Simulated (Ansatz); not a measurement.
`C=C(S)CF` → `CC(=S)CF`  (isomerisation)

Program: Ansatz. Geometries: PBE0-D4/def2-TZVP. ΔE: electronic, gas phase. CCSD(T)/CBS adds triple-zeta CCSD(T) − MP2 to the extrapolated MP2 energy (def2 sets, frozen cores). DFT in def2-TZVPP. One conformer a species, not always the lowest.

```
             level  ΔE (kcal/mol)  difference from CCSD(T)/CBS
            PBE-D4           -4.3                         -0.5
         r2SCAN-D4           -4.5                         -0.7
           PBE0-D4           -3.8                          0.0
           ωB97M-V           -3.7                          0.1
            B2PLYP           -4.4                         -0.6
            r2SCAN           -4.5                         -0.7
              PBE0           -3.9                         -0.1
     HF/def2-TZVPP           -2.8                          1.0
    MP2/def2-TZVPP           -4.5                         -0.7
SCS-MP2/def2-TZVPP           -3.8                          0.0
CCSD(T)/def2-TZVPP           -3.9                         -0.1
     HF/def2-QZVPP           -2.8                          1.0
    MP2/def2-QZVPP           -4.4                         -0.6
SCS-MP2/def2-QZVPP           -3.8                          0.0
     MP2/CBS(def2)           -4.3                         -0.5
    CCSD/CBS(def2)           -3.2                          0.6
       CCSD(T)/CBS           -3.8                            0
```

Largest T1 diagnostic among the species: 0.015.

In def2-TZVPP, CCSD(T) changes the Hartree–Fock value by −1.1 kcal/mol (the triples alone add −0.6 kcal/mol) and MP2 by −1.6 kcal/mol.
